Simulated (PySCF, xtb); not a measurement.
nitrous oxide (N₂O), SMILES N#[N+][O-].

GFN2-xTB (xtb 6.7.1) at its own geometry gives an orbital gap of 6.24 eV and a dipole moment of 0.20 D.

Coordinates come from a PBE0-D3(BJ)/def2-TZVP optimisation.

Problem. What does HF/def2-TZVPD (PySCF) give? (The exact figures need the calculation; the answer reports its results.)

Solution. gap 15.67 eV (levels -13.39 and 2.28 eV), dipole 0.58 D.
